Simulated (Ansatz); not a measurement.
# Which is lower?

The two ends of one reaction step of CH₅AlO, closed shell (PBE0-D4/def2-TZVP).

A:

| atom | x (Å) | y (Å) | z (Å) |
| --- | --- | --- | --- |
| Al1 | -0.2037 | -1.5171 | 1.9477 |
| H2 | 0.2106 | -1.5920 | -1.3459 |
| O3 | -0.1233 | -0.1418 | 0.9921 |
| C4 | -0.0628 | 1.0371 | 0.2618 |
| H5 | 0.3164 | -1.8865 | -2.0244 |
| H6 | -1.0068 | 1.5877 | 0.3323 |
| H7 | 0.1306 | 0.8281 | -0.7961 |
| H8 | 0.7390 | 1.6844 | 0.6325 |

B:

```
8
angstrom
Al -0.9921 -1.1479 0.4467
H -0.9287 -1.9724 -0.9059
O -0.0848 0.2674 0.5762
C 0.7805 0.9501 -0.2822
H 0.8876 0.4539 -1.2556
H -1.8486 -1.5456 1.7095
H 1.7748 1.0285 0.1697
H 0.4115 1.9660 -0.4583
```

Computed with Ansatz 0.2.0 (basis: def2-TZVPP); correlated methods freeze the cores. B3LYP uses VWN-RPA correlation.

Question: Which structure is lower at CCSD(T), and by how much? (An estimate is asked for; the value comes from the calculation.)

Answer: Computed: B, by 15.24 kcal/mol (electronic energy, against the other). By their contacts, A is a complex of CH₃AlO ([CH3][O][Al]) + H₂ and B is CH₅AlO ([CH3][O][AlH2]).

All methods give the same order:

```csv
method,E(B) − E(A) (kcal/mol)
SPW92,-15.74
PBE-D4,-12.67
BLYP-D4,-10.72
r2SCAN-D4,-18.02
B97M-V,-20.48
PBE0-D4,-15.66
B3LYP-D4,-13.60
r2SCAN0-D4,-18.85
BHLYP-D4,-16.79
CAM-B3LYP-D4,-16.17
wB97X-V,-18.57
wB97M-V,-14.11
B2PLYP,-15.22
PBE-QIDH,-18.20
RPA on PBE,-13.45
HF,-19.37
MP2,-16.65
CCSD,-15.85
CCSD(T),-15.24
```

T1 diagnostic: at most 0.015.

Labels in which every atom is bracketed show which atoms are joined, not bond orders.

For scale, one of the runs: CCSD(T)/def2-TZVPP, 174 basis functions, launched by `ansatz run in.yaml --threads 2 --pin off --events-out ev --progress --plain --max-ram 4352MiB`. Time: 13 s of wall clock on 2 CPU threads of an Intel Xeon 6975P-C; the host was shared. Peak host memory: 1.6 GiB.
